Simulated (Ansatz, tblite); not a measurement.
# The cluster C2Ge+: which isomer is lowest

Aim: relax the candidate shapes of the cluster C2Ge+ that a cheap search turned up, and see how the levels of theory order them.

Program: Ansatz 0.2.0, Gaussian basis. Level of theory: relaxed with r2SCAN-D4/def2-TZVP, doublet. These are calculated values, not measurements.

## 1. Starting geometry

3 atoms, charge 1, spin multiplicity 2.

Atoms are counted from 1 here; the program's logs count them from 0.

Bond lengths: Ge1–C2 1.875 Å, C2–C3 1.221 Å. Angles: Ge1–C2–C3 179.3°.

The ion is computed in the gas phase, without counter-ions or solvent.

A search from random starts with GFN1-xTB found 2 distinct shapes; 2 go on here. The structure above is candidate A, which lies 0.00 eV above the lowest at that level; B lies 0.50 eV above the lowest at that level.

## 2. Relaxing candidate A

in.yaml

```yaml
crystal:
  periodic: [false, false, false]
  atoms:
    - {symbol: Ge, position_ang: [-1.149440, -1.188470, 0.114100]}
    - {symbol: C, position_ang: [0.146970, 0.160330, -0.015130]}
    - {symbol: C, position_ang: [1.002470, 1.028140, -0.098970]}
basis:
  gaussian: {orbitals: def2-TZVP}
total_charge: 1
magnetization: {spin_polarized: true, initial_magnetization: 1}
hamiltonian: {xc: r2scan, dispersion: d4}
scf: {lower_state_search: "off"}
output: {orbitals: {seedname: orbitals}}
relax: {f_tol: 0.02, max_steps: 100}
```

Run with:

```
$ ansatz run in.yaml --threads 4 --pin off --events-out ev --progress --plain --max-ram 3916MiB
```

The program printed, cut to the lines that bear on the results:

```text
Functional definition: r2SCAN
  name "r2SCAN"
  cite "Furness, Kaplan, Ning, Perdew & Sun, J. Phys. Chem. Lett. 11, 8208 (2020) doi:10.1021/acs.jpclett.0c02405"
  cite "Furness, Kaplan, Ning, Perdew & Sun, J. Phys. Chem. Lett. 11, 9248 (2020) doi:10.1021/acs.jpclett.0c03077"
  parent r2scan
[...]
718 factors; their error is unknown
[...]
mean field -58577.33326215 eV, -2152.6772922413 hartree, gradient 8.0e-6 eV, S^2 0.829572; 0 other end points of the search recorded, 0 dependent functions left out
[...]
reference -58577.33327270 eV, -2152.6772926290 hartree; 22, 21 occupied and 88, 89 virtual orbitals, 718 factors
relax step   1: F+E_penalty+E_count = -58577.34507647 eV  Δ(F+E_penalty+E_count) = +0.000e0 eV  max|allowed force component| = 1.044e0 eV/Å  Δτ_max = 0.0000 Å  (22 SCF iters, accepted)
[...]
relax step   2: F+E_penalty+E_count = -58577.35473230 eV  Δ(F+E_penalty+E_count) = -9.656e-3 eV  max|allowed force component| = 2.048e-1 eV/Å  Δτ_max = 0.0075 Å  (29 SCF iters, accepted)
[...]
relax step   3: F+E_penalty+E_count = -58577.35530491 eV  Δ(F+E_penalty+E_count) = -5.726e-4 eV  max|allowed force component| = 3.822e-3 eV/Å  Δτ_max = 0.0037 Å  (30 SCF iters, accepted)
Total energy: -58577.35531544 eV, -2152.6781026849 hartree
Atom 0 at    -1.144129    -1.182765     0.113559 Å, force    -0.002005    -0.000500     0.000097 eV/Å
Atom 1 at     0.140114     0.152776    -0.014419 Å, force     0.000563    -0.003322     0.000196 eV/Å
Atom 2 at     1.004015     1.029989    -0.099140 Å, force     0.001442     0.003822    -0.000294 eV/Å
Dipole moment:     0.048294     0.046981    -0.004603 e Å
Checks for a lower state left out: stability, starts, cluster_reference, orbital_swaps, neighbouring_geometries, increment
```

Wall time 1.5 s (4 threads of AMD EPYC 9R45, shared host).

Along the way:

```tsv
step	energy from step 1 (eV)	largest force component (eV/Å)
1	0.0000	1.0440
2	-0.0097	0.2048
3	-0.0102	0.0038
```

Close pairs (by a distance rule), those that changed most:

```tsv
bond	before (Å)	after (Å)	change (Å)
Ge1–C2	1.875	1.857	-0.018
C2–C3	1.221	1.234	+0.013
```

## 3. Relaxing candidate B

in.yaml

```yaml
crystal:
  periodic: [false, false, false]
  atoms:
    - {symbol: Ge, position_ang: [1.020620, 0.060250, -0.841590]}
    - {symbol: C, position_ang: [-0.652450, -0.597650, 0.208560]}
    - {symbol: C, position_ang: [-0.368160, 0.537400, 0.633030]}
basis:
  gaussian: {orbitals: def2-TZVP}
total_charge: 1
magnetization: {spin_polarized: true, initial_magnetization: 1}
hamiltonian: {xc: r2scan, dispersion: d4}
scf: {lower_state_search: "off"}
output: {orbitals: {seedname: orbitals}}
relax: {f_tol: 0.02, max_steps: 100}
```

Launched as before.

The program printed, cut to the lines that bear on the results:

```text
Functional definition: r2SCAN
  name "r2SCAN"
  cite "Furness, Kaplan, Ning, Perdew & Sun, J. Phys. Chem. Lett. 11, 8208 (2020) doi:10.1021/acs.jpclett.0c02405"
  cite "Furness, Kaplan, Ning, Perdew & Sun, J. Phys. Chem. Lett. 11, 9248 (2020) doi:10.1021/acs.jpclett.0c03077"
  parent r2scan
[...]
718 factors; their error is unknown
[...]
mean field -58577.23600420 eV, -2152.6737180778 hartree, gradient 4.7e-6 eV, S^2 0.792635; 0 other end points of the search recorded, 0 dependent functions left out
[...]
reference -58577.23601457 eV, -2152.6737184589 hartree; 22, 21 occupied and 88, 89 virtual orbitals, 718 factors
relax step   1: F+E_penalty+E_count = -58577.24691365 eV  Δ(F+E_penalty+E_count) = +0.000e0 eV  max|allowed force component| = 1.496e0 eV/Å  Δτ_max = 0.0000 Å  (22 SCF iters, accepted)
[...]
relax step  19: F+E_penalty+E_count = -58577.32983335 eV  Δ(F+E_penalty+E_count) = -3.816e-4 eV  max|allowed force component| = 1.045e-1 eV/Å  Δτ_max = 0.0349 Å  (33 SCF iters, accepted)
[...]
relax step  20: F+E_penalty+E_count = -58577.33000449 eV  Δ(F+E_penalty+E_count) = -1.711e-4 eV  max|allowed force component| = 9.421e-3 eV/Å  Δτ_max = 0.0041 Å  (30 SCF iters, accepted)
Total energy: -58577.33001500 eV, -2152.6771729108 hartree
Atom 0 at     1.120031     0.218109    -0.834009 Å, force    -0.003877    -0.000152     0.003242 eV/Å
Atom 1 at    -0.888408    -0.642226     0.385072 Å, force     0.006745     0.009421    -0.000245 eV/Å
Atom 2 at    -0.231612     0.424117     0.448937 Å, force    -0.002867    -0.009269    -0.002997 eV/Å
Dipole moment:     0.019070    -0.109443    -0.080873 e Å
Checks for a lower state left out: stability, starts, cluster_reference, orbital_swaps, neighbouring_geometries, increment
```

Wall time 9.5 s (4 threads of AMD EPYC 9R45, shared host).

Along the way:

```tsv
step	energy from step 1 (eV)	largest force component (eV/Å)
1	0.0000	1.4958
2	-0.0320	0.1910
3	-0.0338	0.0333
4	-0.0339	0.0107
5	-0.0339	0.0011
6	-0.0339	0.0013
7	-0.0339	0.0014
8	-0.0339	0.0025
9	-0.0339	0.0049
10	-0.0339	0.0101
11	-0.0342	0.0194
12	-0.0353	0.0508
13	-0.0392	0.2022
14	-0.0449	0.1138
15	-0.0495	0.2269
16	-0.0767	0.0931
17	-0.0776	0.1266
18	-0.0825	0.0577
19	-0.0829	0.1045
20	-0.0831	0.0094
```

The force was under the threshold of 0.02 eV/Å already at step 4, but the program went on to step 20.

Close pairs (by a distance rule), those that changed most:

```tsv
bond	before (Å)	after (Å)	change (Å)
Ge1–C2	2.082	2.502	+0.420
Ge1–C3	2.081	1.875	-0.206
C2–C3	1.245	1.254	+0.009
```

Contacts that opened: Ge1–C2 2.08 to 2.50 Å.

## 4. The relaxed candidates

```tsv
candidate	point group	bonds (count, mean Å)	energy above the lowest (kcal/mol)
A	Cinfv	C–Ge 1, 1.86; C–C 1, 1.23	0.0
B	Cs	C–Ge 1, 1.87; C–C 1, 1.25	0.6
```

## 5. Candidate B, GFN1-xTB

Tight binding, by tblite at 300 K electronic temperature and without a spin-polarisation term:

```python
tblite.interface.Calculator('GFN1-xTB', numbers, positions, charge=1, uhf=1).singlepoint()
```

Energy -141.2329 eV; 0.002 s.

## 6. Candidate B, GFN2-xTB

Tight binding, by tblite at 300 K electronic temperature and without a spin-polarisation term:

```python
tblite.interface.Calculator('GFN2-xTB', numbers, positions, charge=1, uhf=1).singlepoint()
```

Energy -150.0975 eV; 0.002 s.

## 7. Candidate B, PBE0-D4/def2-TZVP

start.molden holds the orbitals of an earlier run on this state, given as this run's starting guess.

in.yaml

```yaml
crystal:
  periodic: [false, false, false]
  atoms:
    - {symbol: Ge, position_ang: [1.120031, 0.218109, -0.834009]}
    - {symbol: C, position_ang: [-0.888408, -0.642226, 0.385072]}
    - {symbol: C, position_ang: [-0.231612, 0.424117, 0.448937]}
basis:
  gaussian: {orbitals: def2-TZVP, initial_orbitals: start.molden}
total_charge: 1
magnetization: {spin_polarized: true, initial_magnetization: 1}
hamiltonian: {xc: pbe0, dispersion: d4}
scf: {omitted_lower_state_checks: [starts]}
output: {orbitals: {seedname: orbitals}}
```

The command is unchanged.

The program printed:

```text
Functional definition: PBE0
  name "PBE0"
  cite "Adamo & Barone, J. Chem. Phys. 110, 6158 (1999) doi:10.1063/1.478522"
  cite "Perdew, Burke & Ernzerhof, Phys. Rev. Lett. 77, 3865 (1996) doi:10.1103/PhysRevLett.77.3865"
  parent pbe
  parameter a = 0.25
  parameter kappa = 0.804
  parameter beta = 0.06672455060314922
  exchange = (1 - a)*pbe_x(kappa = kappa, mu = beta*pi^2/3) + a*exact_x
  correlation = pbe_c(beta = beta)
these checks for a lower state are left out or cut short: starts
761 factors; their error is unknown
mean field evaluation 1: about -58568.7506 eV, gradient 4.3e0 eV
mean field evaluation 2: about -58568.7841 eV, gradient 6.5e-2 eV
mean field evaluation 4: about -58569.0673 eV, gradient 8.2e-4 eV
mean field evaluation 8: about -58569.0673 eV, gradient 3.3e-5 eV
mean field -58569.06729374 eV, -2152.3735235053 hartree, gradient 3.3e-5 eV, S^2 0.770681; 0 other end points of the search recorded, 0 dependent functions left out
reference -58569.06731673 eV, -2152.3735243503 hartree; 22, 21 occupied and 88, 89 virtual orbitals, 761 factors
Total energy: -58569.11718487 eV, -2152.3753569705 hartree
Checks for a lower state left out: starts
```

Wall time 0.55 s (4 threads of AMD EPYC 9R45, shared host).

Report: HOMO -15.32 eV, LUMO -11.13 eV (over both spins); ⟨S²⟩ 0.771 (pure: 0.75).

## 8. Candidate B, PBE-D4/def2-TZVP

Edit in.yaml of step 7 so:

```diff
@@ -10,4 +10,4 @@
 magnetization: {spin_polarized: true, initial_magnetization: 1}
-hamiltonian: {xc: pbe0, dispersion: d4}
+hamiltonian: {xc: pbe, dispersion: d4}
 scf: {omitted_lower_state_checks: [starts]}
-output: {orbitals: {seedname: orbitals}}
+output: {forces: true, orbitals: {seedname: orbitals}}
```

The command is unchanged.

The program printed, cut to the lines that bear on the results:

```text
Functional definition: PBE
  name "PBE"
  cite "Perdew, Burke & Ernzerhof, Phys. Rev. Lett. 77, 3865 (1996) doi:10.1103/PhysRevLett.77.3865"
  parent pbe
[...]
718 factors; their error is unknown
[...]
mean field -58567.86688787 eV, -2152.3294094032 hartree, gradient 1.6e-5 eV, S^2 0.761477; 0 other end points of the search recorded, 0 dependent functions left out
[...]
reference -58567.86691844 eV, -2152.3294105268 hartree; 22, 21 occupied and 88, 89 virtual orbitals, 718 factors
Total energy: -58567.92710334 eV, -2152.3316222807 hartree
Atom 0 at     1.120031     0.218109    -0.834009 Å, force     0.277032    -0.043148    -0.263497 eV/Å
Atom 1 at    -0.888408    -0.642226     0.385072 Å, force    -0.404474    -0.658586    -0.040451 eV/Å
Atom 2 at    -0.231612     0.424117     0.448937 Å, force     0.127442     0.701734     0.303947 eV/Å
Dipole moment:     0.063145    -0.077234    -0.099771 e Å
Checks for a lower state left out: starts
```

It took 0.5 s on 4 threads of AMD EPYC 9R45, shared host.

From the report: HOMO -14.31 eV, LUMO -12.46 eV (over both spins); ⟨S²⟩ 0.761 (pure: 0.75).

## 9. Candidate B, r2SCAN-D4/def2-TZVP

Edit in.yaml of step 8 so:

```diff
@@ -10,4 +10,4 @@
 magnetization: {spin_polarized: true, initial_magnetization: 1}
-hamiltonian: {xc: pbe, dispersion: d4}
+hamiltonian: {xc: r2scan, dispersion: d4}
 scf: {omitted_lower_state_checks: [starts]}
-output: {forces: true, orbitals: {seedname: orbitals}}
+output: {orbitals: {seedname: orbitals}}
```

The command is unchanged.

The program printed:

```text
Functional definition: r2SCAN
  name "r2SCAN"
  cite "Furness, Kaplan, Ning, Perdew & Sun, J. Phys. Chem. Lett. 11, 8208 (2020) doi:10.1021/acs.jpclett.0c02405"
  cite "Furness, Kaplan, Ning, Perdew & Sun, J. Phys. Chem. Lett. 11, 9248 (2020) doi:10.1021/acs.jpclett.0c03077"
  parent r2scan
  parameter k0 = 0.174
  parameter k1 = 0.065
  parameter a1 = 4.9479
  exchange = r2scan_x(k0 = k0, k1 = k1, a1 = a1)
  correlation = r2scan_c
these checks for a lower state are left out or cut short: starts
718 factors; their error is unknown
mean field evaluation 1: about -58577.2920 eV, gradient 4.4e0 eV
mean field evaluation 2: about -58577.3253 eV, gradient 5.4e-2 eV
mean field evaluation 4: about -58577.3182 eV, gradient 1.1e-3 eV
mean field evaluation 8: about -58577.3182 eV, gradient 4.3e-5 eV
mean field -58577.31818889 eV, -2152.6767383093 hartree, gradient 4.3e-5 eV, S^2 0.777043; 0 other end points of the search recorded, 0 dependent functions left out
reference -58577.31819938 eV, -2152.6767386948 hartree; 22, 21 occupied and 88, 89 virtual orbitals, 718 factors
Total energy: -58577.33002069 eV, -2152.6771731201 hartree
Checks for a lower state left out: starts
```

It took 0.85 s on 4 threads of AMD EPYC 9R45, shared host.

Report: HOMO -14.52 eV, LUMO -11.79 eV (over both spins); ⟨S²⟩ 0.777 (pure: 0.75).

## 10. Candidate B, CAM-B3LYP-D4/def2-TZVP

Edit in.yaml of step 9 so:

```diff
@@ -10,3 +10,3 @@
 magnetization: {spin_polarized: true, initial_magnetization: 1}
-hamiltonian: {xc: r2scan, dispersion: d4}
+hamiltonian: {xc: {name: CAM-B3LYP}, dispersion: d4}
 scf: {omitted_lower_state_checks: [starts]}
```

Launched as before.

The program printed, cut to the lines that bear on the results:

```text
Functional definition: CAM-B3LYP
  name "CAM-B3LYP"
  cite "Yanai, Tew & Handy, Chem. Phys. Lett. 393, 51 (2004) doi:10.1016/j.cplett.2004.06.011"
  cite "Iikura, Tsuneda, Yanai & Hirao, J. Chem. Phys. 115, 3540 (2001) doi:10.1063/1.1383587"
  cite "Becke, Phys. Rev. A 38, 3098 (1988) doi:10.1103/PhysRevA.38.3098"
  cite "Lee, Yang & Parr, Phys. Rev. B 37, 785 (1988) doi:10.1103/PhysRevB.37.785"
  cite "Vosko, Wilk & Nusair, Can. J. Phys. 58, 1200 (1980) doi:10.1139/p80-159"
[...]
  # Exact exchange under (alpha + beta erf(omega r))/r, Becke's under what is left of 1/r.
[...]
749 factors; their error is unknown
159 factors; integrals over basis functions are off by at most 1.4e-5 eV
[...]
mean field -58580.76887749 eV, -2152.8035487766 hartree, gradient 3.4e-5 eV, S^2 0.767296; 0 other end points of the search recorded, 0 dependent functions left out
reference -58580.76897328 eV, -2152.8035522966 hartree; 22, 21 occupied and 88, 89 virtual orbitals, 749 factors
Total energy: -58580.82025692 eV, -2152.8054369357 hartree
Checks for a lower state left out: starts
```

It took 0.7 s on 4 threads of AMD EPYC 9R45, shared host.

HOMO -16.62 eV, LUMO -10.14 eV (over both spins); ⟨S²⟩ 0.767 (pure: 0.75).

## 11. Candidate B, revPBE-D4/def2-TZVP

Edit in.yaml of step 10 so:

```diff
@@ -10,3 +10,3 @@
 magnetization: {spin_polarized: true, initial_magnetization: 1}
-hamiltonian: {xc: {name: CAM-B3LYP}, dispersion: d4}
+hamiltonian: {xc: {name: revPBE}, dispersion: d4}
 scf: {omitted_lower_state_checks: [starts]}
```

Same command.

The program printed:

```text
Functional definition: revPBE
  name "revPBE"
  cite "Zhang & Yang, Phys. Rev. Lett. 80, 890 (1998) doi:10.1103/PhysRevLett.80.890"
  cite "Perdew, Burke & Ernzerhof, Phys. Rev. Lett. 77, 3865 (1996) doi:10.1103/PhysRevLett.77.3865"
  parameter kappa = 1.245
  parameter beta = 0.06672455060314922
  exchange = pbe_x(kappa = kappa, mu = beta*pi^2/3)
  correlation = pbe_c(beta = beta)
these checks for a lower state are left out or cut short: starts
718 factors; their error is unknown
mean field evaluation 1: about -58574.3202 eV, gradient 6.2e0 eV
mean field evaluation 2: about -58574.3955 eV, gradient 1.7e-1 eV
mean field evaluation 4: about -58574.3840 eV, gradient 1.1e-2 eV
mean field evaluation 8: about -58574.3840 eV, gradient 3.2e-5 eV
mean field -58574.38401233 eV, -2152.5689093096 hartree, gradient 3.2e-5 eV, S^2 0.762175; 0 other end points of the search recorded, 0 dependent functions left out
reference -58574.38405047 eV, -2152.5689107112 hartree; 22, 21 occupied and 88, 89 virtual orbitals, 718 factors
Total energy: -58574.55438769 eV, -2152.5751704886 hartree
Checks for a lower state left out: starts
```

It took 0.4 s on 4 threads of AMD EPYC 9R45, shared host.

HOMO -14.24 eV, LUMO -12.33 eV (over both spins); ⟨S²⟩ 0.762 (pure: 0.75).

## 12. Candidate B, CCSD(T)/def2-TZVPP

in.yaml

```yaml
crystal:
  periodic: [false, false, false]
  atoms:
    - {symbol: Ge, position_ang: [1.120031, 0.218109, -0.834009]}
    - {symbol: C, position_ang: [-0.888408, -0.642226, 0.385072]}
    - {symbol: C, position_ang: [-0.231612, 0.424117, 0.448937]}
basis:
  gaussian: {orbitals: def2-TZVPP, initial_orbitals: start.molden}
total_charge: 1
magnetization: {spin_polarized: true, initial_magnetization: 1}
correlation: {method: ccsd_t}
scf: {omitted_lower_state_checks: [starts, cluster_reference]}
output: {orbitals: {seedname: orbitals}}
```

Same command.

The program printed, cut to the lines that bear on the results:

```text
Functional definition: HF
  name "HF"
  cite "Fock, Z. Phys. 61, 126 (1930) doi:10.1007/BF01340294"
  parent pbe
[...]
715 factors; integrals over basis functions are off by at most 1.0e-3 eV
[...]
mean field -58522.97888685 eV, -2150.6798057921 hartree, gradient 3.0e-6 eV, S^2 1.222657; 0 other end points of the search recorded, 0 dependent functions left out
11 core orbitals not correlated: weight in the atoms' cores, before any rotation towards them, 1.000 or more for the frozen orbitals, at most 0.000 for the correlated occupied ones
reference -58522.97888685 eV, -2150.6798057921 hartree; 11, 10 occupied and 88, 89 virtual orbitals, 715 factors
second order -11.52337725 eV of doubles, -0.00000000 eV of singles
cycle   1  -11.43605270 eV  change    8.7e-2 eV  update   1.3e-1
[...]
cycle  17  -12.48546709 eV  change   -2.7e-6 eV  update   9.8e-6
perturbative correction -0.74796954 eV, -0.0274873736 hartree
Total energy: -58536.21232348 eV, -2151.1661256181 hartree
Checks for a lower state left out: starts, cluster_reference
```

It took 2.8 s on 4 threads of AMD EPYC 9R45, shared host; peak memory 0.64 GiB.

Hartree-Fock HOMO -17.61 eV, LUMO -6.17 eV (over both spins); ⟨S²⟩ 1.223 (pure: 0.75); T1 0.057. Doubts: large T1 diagnostic, spin contamination.

## 13. B against A

The energies of A at these levels come from its own runs, whose logs aren't repeated here.

```tsv
level	B above A (kcal/mol)	time
GFN1-xTB	+5.5	0.004 s
GFN2-xTB	+4.8	0.005 s
HF/def2-TZVPP†	+9.3	
PBE-D4/def2-TZVP	-0.5	0.9 s
revPBE-D4/def2-TZVP	-0.5	0.8 s
r2SCAN-D4/def2-TZVP	+0.6	1.6 s
PBE0-D4/def2-TZVP	+0.2	1.6 s
CAM-B3LYP-D4/def2-TZVP	+1.4	1.3 s
MP2/def2-TZVPP†	-0.3	
CCSD/def2-TZVPP†	+1.4	
CCSD(T)/def2-TZVPP†	-0.2	5.3 s
```

Times add the two runs; a level without a time comes out of a correlated run. † marks a level with a doubtful state (flagged, unstable, out of aufbau order, or strongly spin-contaminated); such levels are left out of the summary. CCSD(T)/def2-TZVPP is no safe reference here (large T1 diagnostic, spin contamination).

## 14. What came out

| quantity | value |
| --- | --- |
| B above A, range of the levels free of doubt, tight binding aside | -0.5 to +1.4 kcal/mol |
| levels that put B lower | PBE-D4/def2-TZVP, revPBE-D4/def2-TZVP |

What this shows: The levels disagree on B and A: 2 of 7 put B lower. A random search of this size may have missed the true lowest shape. Only doublets are compared; another spin may lie lower and prefer another shape.
